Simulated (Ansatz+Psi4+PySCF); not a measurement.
## doublet OF₂(+): levels of theory in one basis

```yaml
atoms:
  - { symbol: F, position_ang: [0.0000, 1.1106, -0.2737] }
  - { symbol: O, position_ang: [0.0000, 0.0000, 0.6159] }
  - { symbol: F, position_ang: [0.0000, -1.1106, -0.2737] }
```

Basis set: cc-pVTZ (spherical functions). Left uncorrelated: 3 orbitals. Correlation on ROHF uses semicanonical orbitals with singles. Charge 1, multiplicity 2.

Computed with Ansatz (development build ahead of 0.2.0) and Psi4 1.11; each method stands on the lowest determinant of its kind that the runs found.

```json
{"method": "ROHF", "E − E(ROHF) (eV)": "0.00", "<S²> of the determinant": "0.75"}
{"method": "UHF", "E − E(ROHF) (eV)": "-0.83", "<S²> of the determinant": "1.39"}
{"method": "ROHF-MP2", "E − E(ROHF) (eV)": "-19.84", "<S²> of the determinant": "–"}
{"method": "UHF-MP2", "E − E(ROHF) (eV)": "-18.22", "<S²> of the determinant": "1.39"}
{"method": "ROHF-CCSD", "E − E(ROHF) (eV)": "-20.59", "<S²> of the determinant": "–"}
{"method": "ROHF-CCSD(T)", "E − E(ROHF) (eV)": "-21.57", "<S²> of the determinant": "–"}
{"method": "UHF-CCSD(T)", "E − E(ROHF) (eV)": "-21.51", "<S²> of the determinant": "1.39"}
```

What does UHF-CCSD give on the same scale?

-20.53 eV.

Is a single determinant a sound starting point here?

It is doubtful. Unrestricted orbitals lower Hartree–Fock by 0.83 eV and <S²> is 1.39 where a pure state has 0.75, a sign of strong static correlation.

Caution for ROHF, ROHF-MP2, ROHF-CCSD, ROHF-CCSD(T): an unrestricted determinant lies well below. Caution for UHF, UHF-MP2, UHF-CCSD, UHF-CCSD(T): the unrestricted determinant is spin contaminated. Caution for ROHF-MP2, UHF-MP2, ROHF-CCSD, UHF-CCSD, ROHF-CCSD(T), UHF-CCSD(T): large amplitudes, a single reference is doubtful. Caution for UHF-CCSD(T): another reference gives a lower total.
